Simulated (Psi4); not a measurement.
# [AlH3]− (SMILES [AlH3-]): UPBE/aug-cc-pVTZ

What is the energy change on altering one bond length of [AlH3]− at UPBE/aug-cc-pVTZ? 

Program for the calculation: Psi4 1.11.

### 1 The structure to begin with

[AlH3]−: 4 atoms, total charge -1, spin state doublet. As SMILES, `[AlH3-]`. The shape comes from GFN2-xTB, which is rough for such elements, and wasn't checked as a minimum.

Bond lengths: Al1–H2 1.684 Å, Al1–H3 1.685 Å, Al1–H4 1.685 Å. Angles: H2–Al1–H3 101.1°, H2–Al1–H4 101.1°, H3–Al1–H4 101.1°.

### 2 Energy and gradient at UPBE/aug-cc-pVTZ

input.json

```json
{
  "schema_name": "qcschema_input",
  "schema_version": 1,
  "molecule": {
    "schema_name": "qcschema_molecule",
    "schema_version": 2,
    "symbols": ["Al", "H", "H", "H"],
    "geometry": [-0.30435929, 0.86048679, -0.58063725, 0.89179955, 1.42498578, 2.31385626, -2.55133814, -1.29230811, 0.09543117, 1.96389788, -0.99316446, -1.82866907],
    "molecular_charge": -1,
    "molecular_multiplicity": 2,
    "fix_symmetry": "c1",
    "fix_com": true,
    "fix_orientation": true
  },
  "driver": "gradient",
  "model": {
    "method": "pbe",
    "basis": "aug-cc-pVTZ"
  },
  "keywords": {
    "reference": "uks",
    "puream": true,
    "e_convergence": 1e-09,
    "d_convergence": 1e-08,
    "scf_type": "pk",
    "dft_radial_points": 99,
    "dft_spherical_points": 590,
    "maxiter": 200,
    "scf_properties": ["MAYER_INDICES", "QUADRUPOLE", "DIPOLE"]
  }
}
```

The run is started by

```
$ psi4 --qcschema input.json -n 1 --memory 1600MB
```

stdout (excerpt; [...] marks lines left out):

```text
[...]
  Running in c1 symmetry.
[...]
  Nuclear repulsion =   12.860409121465585
[...]
  Multiplicity = 2
[...]
  Nalpha       = 9
  Nbeta        = 8
[...]
    Number of basis functions: 119
[...]
   @UKS iter   1:  -243.91794504523929   -2.97096e-01   3.21299e-03 DIIS/ADIIS
[...]
   @UKS iter  11:  -244.06270863992054   -4.34852e-12   2.29754e-09 DIIS
[...]
   @S^2 Observed:                7.522031009E-01
[...]
    Orbital Energies [Eh]
    ---------------------
    Alpha Occupied:
       1A    -55.173394     2A     -3.709250     3A     -2.313842
       4A     -2.310561     5A     -2.310559     6A     -0.160158
       7A     -0.044142     8A     -0.044118     9A      0.034042
    Alpha Virtual:
      10A      0.093124    11A      0.094942    12A      0.094944
      13A      0.113493    14A      0.153365    15A      0.153375
      16A      0.162647    17A      0.162649    18A      0.163196
      19A      0.172915    20A      0.172919    21A      0.184631
      22A      0.257909    23A      0.257923    24A      0.265275
      25A      0.295721    26A      0.318627    27A      0.318646
[...]
  @UKS Final Energy:  -244.06270863992054
   => Energetics <=
    Nuclear Repulsion Energy =             12.8604091214655849
    One-Electron Energy =                -367.8076519905825421
    Two-Electron Energy =                 130.5692452214995569
    DFT Exchange-Correlation Energy =     -19.6847109923031311
    Empirical Dispersion Energy =           0.0000000000000000
    VV10 Nonlocal Energy =                  0.0000000000000000
    Total Energy =                       -244.0627086399205439
[...]
 Multipole Moments:
 ------------------------------------------------------------------------------------
     Multipole            Electronic (a.u.)      Nuclear  (a.u.)        Total (a.u.)
 ------------------------------------------------------------------------------------
 L = 1.  Multiply by 2.5417464519 to convert [e a0] to [Debye]
 Dipole X            :          3.8310869           -3.6523115            0.1787754
 Dipole Y            :        -10.8295262           10.3258415           -0.5036847
 Dipole Z            :          7.3086330           -6.9676659            0.3409671
 Magnitude           :                                                    0.6339696
 L = 2.  Multiply by 1.3450342976 to convert [e a0^2] to [Debye ang]
 Quadrupole XX       :        -32.7675294           12.3657771          -20.4017523
 Quadrupole XY       :          1.0972114           -0.7872199            0.3099915
[...]
  -Total Gradient:
     Atom            X                  Y                   Z
    ------   -----------------  -----------------  -----------------
       1       -0.007470590793     0.021331370994    -0.014261647229
       2        0.002307311408    -0.007463495022     0.004251422747
       3        0.003003135237    -0.006913832915     0.004823903084
       4        0.002160212867    -0.006953963850     0.005186608595
[...]
```

The result, in JSON:

```text
{
 "driver": "gradient",
 "model": {
  "method": "pbe",
  "basis": "aug-cc-pVTZ"
 },
 "success": true,
 "return_result": [-0.007470590793475257, 0.02133137099385679, -0.014261647228648103, 0.002307311408323909, -0.007463495022363594, 0.004251422747464623, 0.0030031352373310755, -0.006913832915089249, 0.00482390308391727, 0.00216021286730092, -0.006953963849873623, 0.005186608594872487],
 "properties": {
  "calcinfo_nbasis": 119,
  "calcinfo_nmo": 119,
  "calcinfo_nalpha": 9,
  "calcinfo_nbeta": 8,
  "calcinfo_natom": 4,
  "nuclear_repulsion_energy": 12.860409121465585,
  "return_energy": -244.06270863992054,
  "return_gradient": [-0.007470590793475257, 0.02133137099385679, -0.014261647228648103, 0.002307311408323909, -0.007463495022363594, 0.004251422747464623, 0.0030031352373310755, -0.006913832915089249, 0.00482390308391727, 0.00216021286730092, -0.006953963849873623, 0.005186608594872487],
  "scf_one_electron_energy": -367.80765199058254,
  "scf_two_electron_energy": 130.56924522149956,
  "scf_xc_energy": -19.68471099230313,
  "scf_dipole_moment": [0.17877540825517801, -0.5036846710034073, 0.34096711263055646],
  "scf_total_energy": -244.06270863992054,
  "scf_total_gradient": [-0.007470590793475257, 0.02133137099385679, -0.014261647228648103, 0.002307311408323909, -0.007463495022363594, 0.004251422747464623, 0.0030031352373310755, -0.006913832915089249, 0.00482390308391727, 0.00216021286730092, -0.006953963849873623, 0.005186608594872487],
  "scf_iterations": 11
 }
}
```

Wall time 26 s (1 thread of Intel Xeon 6975P-C (Granite Rapids), shared host); peak memory 0.9 GiB.

### 3 The distorted shape: the energy at UPBE/aug-cc-pVTZ

calc.in

```
memory 1600 MB

molecule mol {
  -1 2
  Al     0.195685     0.797142    -0.414597
  H      0.828665     1.095862     1.117103
  H     -1.350110    -0.683860     0.050500
  H      1.395995    -0.183768    -1.075027
  symmetry c1
  no_reorient
  no_com
}

set globals {
  basis                aug-cc-pVTZ
  reference            uks
  puream               true
  e_convergence        1e-09
  d_convergence        1e-08
  scf_type             pk
  dft_radial_points    99
  dft_spherical_points 590
  maxiter              200
}

energy('pbe')
```

The run is started by

```
$ psi4 calc.in calc.out -n 1
```

calc.out (excerpt; [...] marks lines left out):

```text
[...]
  Running in c1 symmetry.
[...]
  Nuclear repulsion =   11.863157817649638
[...]
  Multiplicity = 2
[...]
  Nalpha       = 9
  Nbeta        = 8
[...]
    Number of basis functions: 119
[...]
   @UKS iter   1:  -243.91801157479551   -3.42786e-01   2.92004e-03 ADIIS/DIIS
[...]
   @UKS iter  12:  -244.03986895744657   -1.67972e-11   6.55160e-09 DIIS
[...]
   @S^2 Observed:                7.522977628E-01
[...]
    Orbital Energies [Eh]
    ---------------------
    Alpha Occupied:
       1A    -55.201548     2A     -3.733967     3A     -2.338614
       4A     -2.336326     5A     -2.334707     6A     -0.159722
       7A     -0.056283     8A     -0.029044     9A      0.023572
    Alpha Virtual:
      10A      0.092335    11A      0.095769    12A      0.095950
      13A      0.114635    14A      0.141530    15A      0.151022
      16A      0.156658    17A      0.159633    18A      0.161850
      19A      0.171056    20A      0.172624    21A      0.181805
      22A      0.224379    23A      0.254134    24A      0.257982
      25A      0.289994    26A      0.314859    27A      0.318609
[...]
  @UKS Final Energy:  -244.03986895744657
   => Energetics <=
    Nuclear Repulsion Energy =             11.8631578176496379
    One-Electron Energy =                -365.5498055995108189
    Two-Electron Energy =                 129.2771660046939814
    DFT Exchange-Correlation Energy =     -19.6303871802793850
    Empirical Dispersion Energy =           0.0000000000000000
    VV10 Nonlocal Energy =                  0.0000000000000000
    Total Energy =                       -244.0398689574465720
[...]
 Multipole Moments:
 ------------------------------------------------------------------------------------
     Multipole            Electronic (a.u.)      Nuclear  (a.u.)        Total (a.u.)
 ------------------------------------------------------------------------------------
 L = 1.  Multiply by 2.5417464519 to convert [e a0] to [Debye]
 Dipole X            :         -6.3549904            6.4599437            0.1049533
 Dipole Y            :        -20.5732662           20.0142406           -0.5590256
 Dipole Z            :         10.3644560          -10.0102289            0.3542271
 Magnitude           :                                                    0.6700758
[...]
```

Run time: 18 s. Hardware: 1 thread of Intel Xeon 6975P-C (Granite Rapids), shared host; peak memory 0.89 GiB.

### 4 Results

Level: UPBE/aug-cc-pVTZ.

| quantity | value |
| --- | --- |
| first shape: total energy | -244.06271 Eh |
| first shape: HOMO energy (highest over α and β) | 0.93 eV |
| first shape: LUMO energy (lowest over α and β) | 2.26 eV |
| first shape: ⟨S²⟩ | 0.752 |
| first shape: largest force on an atom | 1.374 eV/Å |
| distorted shape: total energy | -244.03987 Eh |
| distorted shape: HOMO energy (highest over α and β) | 0.64 eV |
| distorted shape: LUMO energy (lowest over α and β) | 1.96 eV |
| distorted shape: ⟨S²⟩ | 0.752 |
| energy change with the Al1–H3 bond stretched from 1.685 to 2.191 Å | 0.621 eV |

What this shows: With the Al1–H3 bond stretched from 1.685 to 2.191 Å the energy rises by 0.62 eV (14.3 kcal/mol). The first shape isn't relaxed at this level, so the change isn't measured from a minimum. The largest force (first shape) is 1.37 eV/Å: the shape isn't a stationary point for this species at this level. The HOMO (first shape) lies at positive energy, 0.93 eV, as semi-local functionals often give for anions; only total energies tell whether the electron is bound. The HOMO (distorted shape) lies at positive energy, 0.64 eV, as semi-local functionals often give for anions; only total energies tell whether the electron is bound.
